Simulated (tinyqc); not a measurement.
UHF in the sto-3g basis, for LiH, spin multiplicity 1, step by step (part 1 of 2). This run ends on a higher stationary point, not on the lowest solution. Computed by tinyqc, a small Python program that keeps every step (integrals from PySCF). Settings: charge = 0, multiplicity = 1, basis = sto-3g, energy threshold = 1e-09, iteration cap = 65, orthogonalisation = symmetric, start = Wolfsberg-Helmholz matrix, DIIS depth = 4, method = UHF, break = 0.7. Command: `OMP_NUM_THREADS=1 python tinyqc.py 30631 30632 out.jsonl` (the two numbers bound the seeds that draw the settings). One thread of a shared host (Intel(R) Xeon(R) Processor @ 2.60GHz), about 0.1 s of CPU time with the checks. Later iterations appear only in the table of the cycle.

## One-electron integrals

Geometry (angstrom):

| atom | x | y | z |
|---|---|---|---|
| Li | 0.0000 | 0.0000 | 0.0000 |
| H | 0.0000 | 0.0000 | 3.0260 |

Basis sto-3g: exponents (1/bohr^2) and contraction coefficients of normalised primitives:

| element | l (shell) | exponent | coefficient |
|---|---|---|---|
| Li | s (1) | 16.1196 | 0.1543 |
| Li | s (1) | 2.9362 | 0.5353 |
| Li | s (1) | 0.7947 | 0.4446 |
| Li | s (2) | 0.6363 | -0.1000 |
| Li | s (2) | 0.1479 | 0.3995 |
| Li | s (2) | 0.0481 | 0.7001 |
| Li | p (3) | 0.6363 | 0.1559 |
| Li | p (3) | 0.1479 | 0.6077 |
| Li | p (3) | 0.0481 | 0.3920 |
| H | s (1) | 3.4253 | 0.1543 |
| H | s (1) | 0.6239 | 0.5353 |
| H | s (1) | 0.1689 | 0.4446 |

Overlap, kinetic and nuclear-attraction integrals over the contracted functions; the nuclear repulsion is the sum of Za Zb / Rab.

nuclear repulsion = 0.524630 hartree

overlap S, lower triangle:
```
         1Li 1s  1Li 2s  1Li 2px  1Li 2py  1Li 2pz   2H 1s
1Li 1s   1.0000
1Li 2s   0.2411  1.0000
1Li 2px  0.0000  0.0000   1.0000
1Li 2py  0.0000  0.0000   0.0000   1.0000
1Li 2pz  0.0000  0.0000   0.0000   0.0000   1.0000
2H 1s    0.0018  0.1203   0.0000   0.0000   0.1877  1.0000
```

kinetic energy T (hartree), lower triangle:
```
          1Li 1s   1Li 2s  1Li 2px  1Li 2py  1Li 2pz   2H 1s
1Li 1s    3.5768
1Li 2s   -0.0202   0.1022
1Li 2px   0.0000   0.0000   0.3197
1Li 2py   0.0000   0.0000   0.0000   0.3197
1Li 2pz   0.0000   0.0000   0.0000   0.0000   0.3197
2H 1s    -0.0017  -0.0023   0.0000   0.0000   0.0042  0.7600
```

nuclear attraction V (hartree), lower triangle:
```
          1Li 1s   1Li 2s  1Li 2px  1Li 2py  1Li 2pz    2H 1s
1Li 1s   -8.1578
1Li 2s   -1.0065  -1.3807
1Li 2px   0.0000   0.0000  -1.3597
1Li 2py   0.0000   0.0000   0.0000  -1.3597
1Li 2pz  -0.0045  -0.0531   0.0000   0.0000  -1.3934
2H 1s    -0.0063  -0.1544   0.0000   0.0000  -0.2423  -1.7512
```

core Hamiltonian H = T + V (hartree), lower triangle:
```
          1Li 1s   1Li 2s  1Li 2px  1Li 2py  1Li 2pz    2H 1s
1Li 1s   -4.5810
1Li 2s   -1.0267  -1.2786
1Li 2px   0.0000   0.0000  -1.0400
1Li 2py   0.0000   0.0000   0.0000  -1.0400
1Li 2pz  -0.0045  -0.0531   0.0000   0.0000  -1.0738
2H 1s    -0.0080  -0.1566   0.0000   0.0000  -0.2381  -0.9912
```

## Two-electron integrals

Functions are numbered as in S; the eight-fold symmetry (ij|kl) = (ji|kl) = (kl|ij) leaves the list below.

Two-electron integrals (ij|kl) in chemists' order, unique and non-zero (hartree):
```
(11|11) 1.6804     (21|11) 0.2654     (21|21) 0.0499     (22|11) 0.3977
(22|21) 0.0929     (22|22) 0.2906     (31|31) 0.0090     (32|31) 0.0138
(32|32) 0.0642     (33|11) 0.3966     (33|21) 0.0929     (33|22) 0.2905
(33|33) 0.3129     (41|41) 0.0090     (42|41) 0.0138     (42|42) 0.0642
(43|43) 0.0169     (44|11) 0.3966     (44|21) 0.0929     (44|22) 0.2905
(44|33) 0.2792     (44|44) 0.3129     (51|51) 0.0090     (52|51) 0.0138
(52|52) 0.0642     (53|53) 0.0169     (54|54) 0.0169     (55|11) 0.3966
(55|21) 0.0929     (55|22) 0.2905     (55|33) 0.2792     (55|44) 0.2792
(55|55) 0.3129     (61|11) 0.0017     (61|21) 3.34e-04   (61|22) 0.0007
(61|33) 0.0007     (61|44) 0.0007     (61|51) 5.76e-05   (61|52) 1.22e-04
(61|55) 0.0007     (61|61) 2.75e-06   (62|11) 0.0267     (62|21) 0.0064
(62|22) 0.0249     (62|33) 0.0235     (62|44) 0.0235     (62|51) 0.0008
(62|52) 0.0078     (62|55) 0.0279     (62|61) 5.82e-05   (62|62) 0.0062
(63|31) 1.90e-04   (63|32) 0.0014     (63|53) 0.0008     (63|63) 1.92e-04
(64|41) 1.90e-04   (64|42) 0.0014     (64|54) 0.0008     (64|64) 1.92e-04
(65|11) 0.0408     (65|21) 0.0098     (65|22) 0.0384     (65|33) 0.0360
(65|44) 0.0360     (65|51) 0.0013     (65|52) 0.0122     (65|55) 0.0432
(65|61) 8.94e-05   (65|62) 0.0099     (65|65) 0.0159     (66|11) 0.1749
(66|21) 0.0422     (66|22) 0.1732     (66|33) 0.1624     (66|44) 0.1624
(66|51) 0.0045     (66|52) 0.0521     (66|55) 0.1944     (66|61) 3.71e-04
(66|62) 0.0609     (66|65) 0.0980     (66|66) 0.7746
```

## Orthogonalisation

S = U s U^T; symmetric (Loewdin) form X = U s^(-1/2) U^T, so that X^T S X = 1.

eigenvalues of S: 0.7124  0.8422  1.0000  1.0000  1.1560  1.2894

X, lower triangle:
```
          1Li 1s   1Li 2s  1Li 2px  1Li 2py  1Li 2pz   2H 1s
1Li 1s    1.0230
1Li 2s   -0.1263   1.0289
1Li 2px   0.0000   0.0000   1.0000
1Li 2py   0.0000   0.0000   0.0000   1.0000
1Li 2pz  -0.0017   0.0092   0.0000   0.0000   1.0137
2H 1s     0.0108  -0.0643   0.0000   0.0000  -0.0969  1.0196
```

## Starting guess

The start is the generalised Wolfsberg-Helmholz matrix (K = 1.75) built on H, with HOMO and LUMO mixed by +/-0.7 rad for the two spins; D(s) = C_occ C_occ^T for each spin.

D(alpha) at the start, lower triangle:
```
          1Li 1s  1Li 2s  1Li 2px  1Li 2py  1Li 2pz   2H 1s
1Li 1s    0.9846
1Li 2s    0.0216  0.0627
1Li 2px  -0.0076  0.0267   0.0117
1Li 2py  -0.0445  0.1570   0.0686   0.4033
1Li 2pz  -0.0336  0.1202   0.0525   0.3088   0.2364
2H 1s    -0.0336  0.1067   0.0466   0.2743   0.2100  0.1865
```

D(beta) at the start, lower triangle:
```
          1Li 1s   1Li 2s  1Li 2px  1Li 2py  1Li 2pz   2H 1s
1Li 1s    0.9846
1Li 2s    0.0216   0.0627
1Li 2px   0.0076  -0.0267   0.0117
1Li 2py   0.0445  -0.1570   0.0686   0.4033
1Li 2pz  -0.0336   0.1202  -0.0525  -0.3088   0.2364
2H 1s    -0.0336   0.1067  -0.0466  -0.2743   0.2100  0.1865
```

## Iteration 1: building the Fock matrix

J_ij = sum D_kl (ij|kl) with D = D(alpha) + D(beta), K_ij = sum D_kl (ik|jl) for each spin; F = H + J - K(s); E = tr D H + tr D J / 2 - 0.5 sum_s tr D(s) K(s) + E_nn.

Coulomb J (hartree), lower triangle:
```
         1Li 1s  1Li 2s  1Li 2px  1Li 2py  1Li 2pz   2H 1s
1Li 1s   4.0093
1Li 2s   0.6863  1.3135
1Li 2px  0.0000  0.0000   1.2907
1Li 2py  0.0000  0.0000   0.0046   1.3172
1Li 2pz  0.0086  0.0620   0.0000   0.0000   1.3258
2H 1s    0.0046  0.1263   0.0000   0.0000   0.1960  1.0181
```

exchange K(alpha) (hartree), lower triangle:
```
          1Li 1s  1Li 2s  1Li 2px  1Li 2py  1Li 2pz   2H 1s
1Li 1s    1.6750
1Li 2s    0.2859  0.1225
1Li 2px  -0.0002  0.0098   0.0285
1Li 2py  -0.0011  0.0578   0.0203   0.1445
1Li 2pz  -0.0007  0.0539   0.0173   0.1015   0.1180
2H 1s     0.0026  0.0528   0.0102   0.0598   0.0847  0.2052
```

exchange K(beta) (hartree), lower triangle:
```
          1Li 1s   1Li 2s  1Li 2px  1Li 2py  1Li 2pz   2H 1s
1Li 1s    1.6750
1Li 2s    0.2859   0.1225
1Li 2px   0.0002  -0.0098   0.0285
1Li 2py   0.0011  -0.0578   0.0203   0.1445
1Li 2pz  -0.0007   0.0539  -0.0173  -0.1015   0.1180
2H 1s     0.0026   0.0528  -0.0102  -0.0598   0.0847  0.2052
```

F(alpha) (hartree), lower triangle:
```
          1Li 1s   1Li 2s  1Li 2px  1Li 2py  1Li 2pz    2H 1s
1Li 1s   -2.2467
1Li 2s   -0.6263  -0.0876
1Li 2px   0.0002  -0.0098   0.2222
1Li 2py   0.0011  -0.0578  -0.0157   0.1327
1Li 2pz   0.0047  -0.0451  -0.0173  -0.1015   0.1340
2H 1s    -0.0060  -0.0832  -0.0102  -0.0598  -0.1269  -0.1784
```

F(beta) (hartree), lower triangle:
```
          1Li 1s   1Li 2s  1Li 2px  1Li 2py  1Li 2pz    2H 1s
1Li 1s   -2.2467
1Li 2s   -0.6263  -0.0876
1Li 2px  -0.0002   0.0098   0.2222
1Li 2py  -0.0011   0.0578  -0.0157   0.1327
1Li 2pz   0.0047  -0.0451   0.0173   0.1015   0.1340
2H 1s    -0.0060  -0.0832   0.0102   0.0598  -0.1269  -0.1784
```

total energy of this density = -7.517116 hartree

## Iteration 1: diagonalisation and new density

Diagonalise F' = X^T F X, C = X C', fill 2 alpha and 2 beta electrons from the bottom; D(s) = C_occ C_occ^T. Each column has its largest component positive (the first on a tie).

F' = X^T F X (alpha) (hartree), lower triangle:
```
         1        2        3        4        5        6
1  -2.1907
2  -0.3685   0.0437
3   0.0013  -0.0096   0.2222
4   0.0079  -0.0567  -0.0157   0.1327
5   0.0068  -0.0303  -0.0166  -0.0976   0.1603
6   0.0184  -0.0758  -0.0081  -0.0474  -0.1262  -0.1486
```

orbital energies (alpha) (hartree): MO1 -2.2499, MO2 -0.2390, MO3 0.0793, MO4 0.1433, MO5 0.2249, MO6 0.2610

coefficients C (alpha):
```
             MO1      MO2      MO3      MO4      MO5      MO6
1Li 1s    0.9900  -0.0660  -0.1482  -0.2319   0.0000  -0.0491
1Li 2s    0.0386   0.2278   0.5426   0.8345   0.0000   0.1860
1Li 2px   0.0001   0.0418   0.1133  -0.0634   0.9858  -0.0975
1Li 2py   0.0004   0.2461   0.6664  -0.3728  -0.1677  -0.5730
1Li 2pz  -0.0009   0.2785   0.3391  -0.4455   0.0000   0.8038
2H 1s    -0.0024   0.8246  -0.5374   0.0283   0.0000  -0.2893
```

F' = X^T F X (beta) (hartree), lower triangle:
```
         1        2        3       4        5        6
1  -2.1907
2  -0.3685   0.0437
3  -0.0013   0.0096   0.2222
4  -0.0079   0.0567  -0.0157  0.1327
5   0.0068  -0.0303   0.0166  0.0976   0.1603
6   0.0184  -0.0758   0.0081  0.0474  -0.1262  -0.1486
```

orbital energies (beta) (hartree): MO1 -2.2499, MO2 -0.2390, MO3 0.0793, MO4 0.1433, MO5 0.2249, MO6 0.2610

coefficients C (beta):
```
             MO1      MO2      MO3      MO4      MO5      MO6
1Li 1s    0.9900  -0.0660   0.1482  -0.2319   0.0000  -0.0491
1Li 2s    0.0386   0.2278  -0.5426   0.8345   0.0000   0.1860
1Li 2px  -0.0001  -0.0418   0.1133   0.0634   0.9858   0.0975
1Li 2py  -0.0004  -0.2461   0.6664   0.3728  -0.1677   0.5730
1Li 2pz  -0.0009   0.2785  -0.3391  -0.4455   0.0000   0.8038
2H 1s    -0.0024   0.8246   0.5374   0.0283   0.0000  -0.2893
```

D(alpha) after iteration 1, lower triangle:
```
          1Li 1s  1Li 2s  1Li 2px  1Li 2py  1Li 2pz   2H 1s
1Li 1s    0.9845
1Li 2s    0.0231  0.0534
1Li 2px  -0.0027  0.0095   0.0018
1Li 2py  -0.0159  0.0561   0.0103   0.0605
1Li 2pz  -0.0193  0.0634   0.0117   0.0685   0.0776
2H 1s    -0.0568  0.1877   0.0345   0.2029   0.2297  0.6799
```

D(beta) after iteration 1, lower triangle:
```
          1Li 1s   1Li 2s  1Li 2px  1Li 2py  1Li 2pz   2H 1s
1Li 1s    0.9845
1Li 2s    0.0231   0.0534
1Li 2px   0.0027  -0.0095   0.0018
1Li 2py   0.0159  -0.0561   0.0103   0.0605
1Li 2pz  -0.0193   0.0634  -0.0117  -0.0685   0.0776
2H 1s    -0.0568   0.1877  -0.0345  -0.2029   0.2297  0.6799
```

## Iteration 2: building the Fock matrix

As before.

Coulomb J (hartree), lower triangle:
```
         1Li 1s  1Li 2s  1Li 2px  1Li 2py  1Li 2pz   2H 1s
1Li 1s   3.7816
1Li 2s   0.6342  1.1933
1Li 2px  0.0000  0.0000   1.1701
1Li 2py  0.0000  0.0000   0.0007   1.1741
1Li 2pz  0.0107  0.1030   0.0000   0.0000   1.2288
2H 1s    0.0043  0.1616   0.0000   0.0000   0.2547  1.6190
```

exchange K(alpha) (hartree), lower triangle:
```
          1Li 1s  1Li 2s  1Li 2px  1Li 2py  1Li 2pz   2H 1s
1Li 1s    1.6705
1Li 2s    0.2786  0.0944
1Li 2px   0.0000  0.0040   0.0168
1Li 2py  -0.0003  0.0232   0.0030   0.0342
1Li 2pz  -0.0010  0.0444   0.0047   0.0277   0.0733
2H 1s     0.0019  0.0925   0.0063   0.0369   0.1327  0.5973
```

exchange K(beta) (hartree), lower triangle:
```
          1Li 1s   1Li 2s  1Li 2px  1Li 2py  1Li 2pz   2H 1s
1Li 1s    1.6705
1Li 2s    0.2786   0.0944
1Li 2px   0.0000  -0.0040   0.0168
1Li 2py   0.0003  -0.0232   0.0030   0.0342
1Li 2pz  -0.0010   0.0444  -0.0047  -0.0277   0.0733
2H 1s     0.0019   0.0925  -0.0063  -0.0369   0.1327  0.5973
```

F(alpha) (hartree), lower triangle:
```
          1Li 1s   1Li 2s  1Li 2px  1Li 2py  1Li 2pz   2H 1s
1Li 1s   -2.4699
1Li 2s   -0.6711  -0.1796
1Li 2px   0.0000  -0.0040   0.1133
1Li 2py   0.0003  -0.0232  -0.0024   0.0999
1Li 2pz   0.0072   0.0055  -0.0047  -0.0277   0.0817
2H 1s    -0.0056  -0.0875  -0.0063  -0.0369  -0.1161  0.0304
```

F(beta) (hartree), lower triangle:
```
          1Li 1s   1Li 2s  1Li 2px  1Li 2py  1Li 2pz   2H 1s
1Li 1s   -2.4699
1Li 2s   -0.6711  -0.1796
1Li 2px   0.0000   0.0040   0.1133
1Li 2py  -0.0003   0.0232  -0.0024   0.0999
1Li 2pz   0.0072   0.0055   0.0047   0.0277   0.0817
2H 1s    -0.0056  -0.0875   0.0063   0.0369  -0.1161  0.0304
```

total energy of this density = -7.643028 hartree

## Iteration 2: DIIS over 2 matrices

error matrix X^T (FDS - SDF) X (alpha):
```
         1        2        3        4        5        6
1   0.0000  -0.0128   0.0005   0.0029  -0.0014   0.0142
2   0.0128   0.0000  -0.0023  -0.0134  -0.0065  -0.0576
3  -0.0005   0.0023   0.0000   0.0000   0.0021  -0.0018
4  -0.0029   0.0134   0.0000   0.0000   0.0123  -0.0103
5   0.0014   0.0065  -0.0021  -0.0123   0.0000  -0.0580
6  -0.0142   0.0576   0.0018   0.0103   0.0580   0.0000
```

B (overlaps of the stored error matrices):
```
                1               2
1   9.2355680e-02  -2.2618004e-02
2  -2.2618004e-02   3.0187999e-02
```

Minimise |sum c_i e_i|^2 with sum c_i = 1: solve [B -1; -1 0][c; lambda] = [0; -1] with B_ij = tr e_i^T e_j summed over both spins, and take F = sum c_i F_i.

DIIS coefficients: 0.3147  0.6853

extrapolated F(alpha) (hartree), lower triangle:
```
          1Li 1s   1Li 2s  1Li 2px  1Li 2py  1Li 2pz    2H 1s
1Li 1s   -2.3996
1Li 2s   -0.6570  -0.1507
1Li 2px   0.0001  -0.0058   0.1476
1Li 2py   0.0005  -0.0341  -0.0065   0.1102
1Li 2pz   0.0064  -0.0104  -0.0087  -0.0510   0.0982
2H 1s    -0.0058  -0.0862  -0.0075  -0.0441  -0.1195  -0.0353
```

extrapolated F(beta) (hartree), lower triangle:
```
          1Li 1s   1Li 2s  1Li 2px  1Li 2py  1Li 2pz    2H 1s
1Li 1s   -2.3996
1Li 2s   -0.6570  -0.1507
1Li 2px  -0.0001   0.0058   0.1476
1Li 2py  -0.0005   0.0341  -0.0065   0.1102
1Li 2pz   0.0064  -0.0104   0.0087   0.0510   0.0982
2H 1s    -0.0058  -0.0862   0.0075   0.0441  -0.1195  -0.0353
```

## Iteration 2: diagonalisation and new density

As before.

F' = X^T F X (alpha) (hartree), lower triangle:
```
         1        2        3        4        5        6
1  -2.3438
2  -0.3736  -0.0159
3   0.0008  -0.0056   0.1476
4   0.0045  -0.0328  -0.0065   0.1102
5   0.0042   0.0054  -0.0081  -0.0477   0.1240
6   0.0207  -0.0879  -0.0064  -0.0378  -0.1314  -0.0011
```

orbital energies (alpha) (hartree): MO1 -2.4023, MO2 -0.1369, MO3 0.0611, MO4 0.1208, MO5 0.1487, MO6 0.2295

coefficients C (alpha):
```
             MO1      MO2      MO3      MO4      MO5      MO6
1Li 1s    0.9912  -0.1079  -0.2442  -0.0040   0.0000  -0.0945
1Li 2s    0.0344   0.3890   0.8918   0.0194   0.0000   0.3614
1Li 2px   0.0000   0.0434  -0.0069   0.1572   0.9858  -0.0383
1Li 2py   0.0002   0.2553  -0.0404   0.9244  -0.1677  -0.2250
1Li 2pz  -0.0021   0.3593  -0.4655   0.0818   0.0000   0.8274
2H 1s    -0.0020   0.7069  -0.1986  -0.3555   0.0000  -0.6226
```

F' = X^T F X (beta) (hartree), lower triangle:
```
         1        2        3       4        5        6
1  -2.3438
2  -0.3736  -0.0159
3  -0.0008   0.0056   0.1476
4  -0.0045   0.0328  -0.0065  0.1102
5   0.0042   0.0054   0.0081  0.0477   0.1240
6   0.0207  -0.0879   0.0064  0.0378  -0.1314  -0.0011
```

orbital energies (beta) (hartree): MO1 -2.4023, MO2 -0.1369, MO3 0.0611, MO4 0.1208, MO5 0.1487, MO6 0.2295

coefficients C (beta):
```
             MO1      MO2      MO3      MO4      MO5      MO6
1Li 1s    0.9912  -0.1079  -0.2442   0.0040   0.0000  -0.0945
1Li 2s    0.0344   0.3890   0.8918  -0.0194   0.0000   0.3614
1Li 2px   0.0000  -0.0434   0.0069   0.1572   0.9858   0.0383
1Li 2py  -0.0002  -0.2553   0.0404   0.9244  -0.1677   0.2250
1Li 2pz  -0.0021   0.3593  -0.4655  -0.0818   0.0000   0.8274
2H 1s    -0.0020   0.7069  -0.1986   0.3555   0.0000  -0.6226
```

D(alpha) after iteration 2, lower triangle:
```
          1Li 1s  1Li 2s  1Li 2px  1Li 2py  1Li 2pz   2H 1s
1Li 1s    0.9940
1Li 2s   -0.0079  0.1525
1Li 2px  -0.0047  0.0169   0.0019
1Li 2py  -0.0274  0.0993   0.0111   0.0652
1Li 2pz  -0.0409  0.1397   0.0156   0.0918   0.1291
2H 1s    -0.0783  0.2750   0.0307   0.1805   0.2540  0.4998
```

D(beta) after iteration 2, lower triangle:
```
          1Li 1s   1Li 2s  1Li 2px  1Li 2py  1Li 2pz   2H 1s
1Li 1s    0.9940
1Li 2s   -0.0079   0.1525
1Li 2px   0.0047  -0.0169   0.0019
1Li 2py   0.0274  -0.0993   0.0111   0.0652
1Li 2pz  -0.0409   0.1397  -0.0156  -0.0918   0.1291
2H 1s    -0.0783   0.2750  -0.0307  -0.1805   0.2540  0.4998
```

## Iteration 3: building the Fock matrix

As before.

Coulomb J (hartree), lower triangle:
```
         1Li 1s  1Li 2s  1Li 2px  1Li 2py  1Li 2pz   2H 1s
1Li 1s   3.8545
1Li 2s   0.6500  1.2297
1Li 2px  0.0000  0.0000   1.2084
1Li 2py  0.0000  0.0000   0.0007   1.2126
1Li 2pz  0.0130  0.1066   0.0000   0.0000   1.2612
2H 1s    0.0044  0.1529   0.0000   0.0000   0.2400  1.4402
```

exchange K(alpha) (hartree), lower triangle:
```
          1Li 1s  1Li 2s  1Li 2px  1Li 2py  1Li 2pz   2H 1s
1Li 1s    1.6755
1Li 2s    0.2773  0.1249
1Li 2px  -0.0001  0.0063   0.0236
1Li 2py  -0.0004  0.0368   0.0033   0.0423
1Li 2pz  -0.0016  0.0722   0.0057   0.0338   0.0964
2H 1s     0.0017  0.1040   0.0060   0.0352   0.1315  0.4761
```

exchange K(beta) (hartree), lower triangle:
```
          1Li 1s   1Li 2s  1Li 2px  1Li 2py  1Li 2pz   2H 1s
1Li 1s    1.6755
1Li 2s    0.2773   0.1249
1Li 2px   0.0001  -0.0063   0.0236
1Li 2py   0.0004  -0.0368   0.0033   0.0423
1Li 2pz  -0.0016   0.0722  -0.0057  -0.0338   0.0964
2H 1s     0.0017   0.1040  -0.0060  -0.0352   0.1315  0.4761
```

F(alpha) (hartree), lower triangle:
```
          1Li 1s   1Li 2s  1Li 2px  1Li 2py  1Li 2pz    2H 1s
1Li 1s   -2.4020
1Li 2s   -0.6541  -0.1737
1Li 2px   0.0001  -0.0063   0.1448
1Li 2py   0.0004  -0.0368  -0.0025   0.1303
1Li 2pz   0.0101  -0.0188  -0.0057  -0.0338   0.0910
2H 1s    -0.0053  -0.1078  -0.0060  -0.0352  -0.1296  -0.0271
```

F(beta) (hartree), lower triangle:
```
          1Li 1s   1Li 2s  1Li 2px  1Li 2py  1Li 2pz    2H 1s
1Li 1s   -2.4020
1Li 2s   -0.6541  -0.1737
1Li 2px  -0.0001   0.0063   0.1448
1Li 2py  -0.0004   0.0368  -0.0025   0.1303
1Li 2pz   0.0101  -0.0188   0.0057   0.0338   0.0910
2H 1s    -0.0053  -0.1078   0.0060   0.0352  -0.1296  -0.0271
```

total energy of this density = -7.686294 hartree

## Iteration 3: DIIS over 3 matrices

error matrix X^T (FDS - SDF) X (alpha):
```
         1        2        3        4        5        6
1   0.0000  -0.0020   0.0005   0.0030  -0.0011   0.0057
2   0.0020   0.0000  -0.0024  -0.0144  -0.0093  -0.0216
3  -0.0005   0.0024   0.0000   0.0000   0.0016   0.0022
4  -0.0030   0.0144   0.0000   0.0000   0.0094   0.0131
5   0.0011   0.0093  -0.0016  -0.0094   0.0000  -0.0062
6  -0.0057   0.0216  -0.0022  -0.0131   0.0062   0.0000
```

B (overlaps of the stored error matrices), lower triangle:
```
                1              2              3
1   9.2355680e-02
2  -2.2618004e-02  3.0187999e-02
3   7.0539872e-03  7.8241868e-03  4.4633153e-03
```

As before.

DIIS coefficients: -0.3334  -0.7565  2.0899

extrapolated F(alpha) (hartree), lower triangle:
```
          1Li 1s   1Li 2s  1Li 2px  1Li 2py  1Li 2pz    2H 1s
1Li 1s   -2.4025
1Li 2s   -0.6504  -0.1979
1Li 2px   0.0000  -0.0068   0.1428
1Li 2py   0.0002  -0.0401   0.0017   0.1525
1Li 2pz   0.0140  -0.0283  -0.0027  -0.0158   0.0837
2H 1s    -0.0048  -0.1312  -0.0044  -0.0256  -0.1407  -0.0202
```

extrapolated F(beta) (hartree), lower triangle:
```
          1Li 1s   1Li 2s  1Li 2px  1Li 2py  1Li 2pz    2H 1s
1Li 1s   -2.4025
1Li 2s   -0.6504  -0.1979
1Li 2px   0.0000   0.0068   0.1428
1Li 2py  -0.0002   0.0401   0.0017   0.1525
1Li 2pz   0.0140  -0.0283   0.0027   0.0158   0.0837
2H 1s    -0.0048  -0.1312   0.0044   0.0256  -0.1407  -0.0202
```
